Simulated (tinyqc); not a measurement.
Worked calculation: Hueckel theory of the pi electrons with the omega technique, for the molecule N=CN (SMILES; centres numbered as the heavy atoms are written). Computed by tinyqc, a small Python program that keeps every step. Settings: charge = 0, omega = 0.6, damping = 0. Command: `OMP_NUM_THREADS=1 python tinyqc.py 26306 26307 out.jsonl` (the two numbers bound the seeds that draw the settings). One thread of a shared host (Intel(R) Xeon(R) Processor @ 2.60GHz), about 0.01 s of CPU time with the checks.

## The Hueckel matrix

Centres:
```
centre  z_r, pi electrons of the neutral centre        h
1N                                            1  0.53000
2C                                            1  0.00000
3N                                            2  1.51000
```

Bonds:
```
i  j        k
1  2  0.91000
2  3  0.90000
```

H_rr = alpha + h_r beta, H_rs = k_rs beta for bonded centres.

Hueckel matrix in units of beta (H = alpha + beta A):
```
         1N       2C       3N
1N  0.53000  0.91000  0.00000
2C  0.91000  0.00000  0.90000
3N  0.00000  0.90000  1.51000
```

## Orbitals, round 1

pi electrons, sum of z_r less the charge = 4

Diagonalise; E = alpha + x beta with beta < 0, so the largest x are filled first; degenerate levels share their electrons. P = sum n_i c_ri c_si; each orbital has its largest coefficient positive (the first on a tie).

x values: 2.04875  0.90111  -0.90986

occupations: 2.00000  2.00000  0.00000

coefficients:
```
        MO1       MO2       MO3
1N  0.29413   0.80854  -0.50966
2C  0.49090   0.32973   0.80641
3N  0.82006  -0.48738  -0.29992
```

charge and bond-order matrix P:
```
          1N       2C        3N
1N   1.48050  0.82198  -0.30571
2C   0.82198  0.69941   0.48372
3N  -0.30571  0.48372   1.82009
```

## Omega technique, round 1

h_r = h_r(0) + omega q_r, omega = 0.6, with q_r = z_r - P_rr.

matrix after round 1:
```
         1N       2C       3N
1N  0.24170  0.91000  0.00000
2C  0.91000  0.18036  0.90000
3N  0.00000  0.90000  1.61794
```

## Orbitals, round 2

As before.

x values: 2.14676  0.77445  -0.88121

occupations: 2.00000  2.00000  0.00000

coefficients:
```
        MO1       MO2       MO3
1N  0.23520   0.75964  -0.60632
2C  0.49239   0.44472   0.74818
3N  0.83800  -0.47452  -0.26944
```

charge and bond-order matrix P:
```
          1N       2C        3N
1N   1.26475  0.90728  -0.32673
2C   0.90728  0.88045   0.40318
3N  -0.32673  0.40318   1.85481
```

## Omega technique, round 2

As before.

matrix after round 2:
```
         1N       2C       3N
1N  0.37115  0.91000  0.00000
2C  0.91000  0.07173  0.90000
3N  0.00000  0.90000  1.59712
```

## Convergence

Each round sets h_r = h_r(0) + omega (z_r - P_rr), keeping the share named as damping of the old diagonal; repeat until output and input diagonals agree to 1e-6.

Rounds:
```
round  sum n x  largest |h(out) - h(in)|
1      5.89971                  2.88e-01
2      5.84242                  1.29e-01
3      5.88499                  6.77e-02
4      5.85633                  3.49e-02
5      5.87066                  1.84e-02
6      5.86286                  9.61e-03
7      5.86688                  5.05e-03
8      5.86475                  2.64e-03
9      5.86586                  1.39e-03
10     5.86528                  7.27e-04
11     5.86559                  3.81e-04
12     5.86543                  2.00e-04
13     5.86551                  1.05e-04
14     5.86547                  5.49e-05
15     5.86549                  2.88e-05
16     5.86548                  1.51e-05
17     5.86548                  7.91e-06
18     5.86548                  4.15e-06
19     5.86548                  2.17e-06
20     5.86548                  1.14e-06
21     5.86548                  5.98e-07
```

Converged in 21 rounds.

## Energy, charges, bond orders

final x values: 2.12426  0.80848  -0.89274

occupations: 2.00000  2.00000  0.00000

final P:
```
          1N       2C        3N
1N   1.33950  0.88481  -0.31914
2C   0.88481  0.81470   0.42752
3N  -0.31914  0.42752   1.84580
```

E = sum n x; q_r = z_r - P_rr; bond order p = P_rs; free valence = sqrt(3) - sum of p over the bonds of the atom.

pi energy = 4 alpha + this times beta = 5.86548

pi charges: 1N -0.33950, 2C 0.18530, 3N 0.15420

Bond orders and lengths from R = 1.517 - 0.180 p (angstrom, C-C alone):
```
bond        p  R
1-2   0.88481  -
2-3   0.42752  -
```

free valence of the carbons: 2C 0.41972

gap between the highest filled and the next level = 1.70122 |beta|
